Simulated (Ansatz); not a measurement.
A nudged elastic band was laid between two geometries of BH$_{7}$Si (9 atoms, charge 0, multiplicity 1).

Theory: RKS revPBE-D4/def2-SVP (Ansatz 0.2.0).

| Item | Value |
| --- | --- |
| movable images | 5 |
| climbing image | yes |
| spring | 5.0 eV/Å² |
| optimiser | quadratic models (default) |
| start path | through a guess of the saddle point |
| force threshold | 0.05 eV/Å |
| iteration limit | 60 |
| end points | relaxed |

Image 0:

```xyz
9
Properties=species:S:1:pos:R:3
B -0.114 -0.068 0.354
H 0.587 0.774 0.886
H 0.590 -0.713 -0.446
H -1.182 0.209 -0.157
Si 0.196 -2.188 0.785
H -0.418 -2.871 -0.398
H 1.681 -2.352 0.889
H -0.404 -2.829 2.016
H -0.462 -0.752 1.400
```

Image 6:

```xyz
9
Properties=species:S:1:pos:R:3
B 0.004 -0.067 0.300
H -0.084 0.798 1.153
H 0.380 0.175 -0.831
H -1.067 -0.704 0.284
Si 0.085 -2.187 0.829
H -0.368 -2.865 -0.427
H 1.392 -2.838 1.223
H -0.851 -2.352 1.987
H 0.984 -0.750 0.810
```

**Question.** Which bonds break or form, and what moves?

**Answer.** No bond is made or broken.  The two ends are copies of one structure, up to a mirror image or an exchange of like atoms.

**Question.** Give the energies along the band, and the barrier.

**Answer.** It converged. The highest image is number 4 of 0 to 6, 3.9 kJ/mol above the ends, which have the same energy within 2 meV. A vibrational analysis at the climbing image gives one clearly imaginary mode, 189i cm⁻¹: a first-order saddle point.

```csv
image,path coordinate (Å),energy (kJ/mol)
0,0.00,0.0
1,0.36,0.3
2,0.73,1.4
3,1.09,3.0
4,1.46,3.9
5,2.16,1.5
6,2.86,0.0
```

**Question.** What is the geometry of the highest image?

**Answer.** 
```xyz
9
Properties=species:S:1:pos:R:3
B -0.081 -0.123 0.352
H 0.112 0.979 0.840
H 0.646 -0.352 -0.610
H -1.273 -0.395 0.241
Si 0.149 -2.188 0.754
H -0.402 -2.759 -0.516
H 1.577 -2.628 0.918
H -0.663 -2.686 1.916
H 0.410 -0.637 1.433
```

**Question.** What are the harmonic wavenumbers there?

**Answer.** 189i, 255, 307, 606, 653, 665, 899, 920, 929, 946, 1033, 1101, 1125, 1335, 2103, 2175, 2183, 2197, 2414, 2512, 2544 cm⁻¹.

The band took 30 iterations and about 120 core-seconds.

Run time: 120 s on 1 thread of INTEL(R) XEON(R) PLATINUM 8581C CPU @ 2.30GHz (Emerald Rapids) (shared host), peak memory 0.13 GiB.
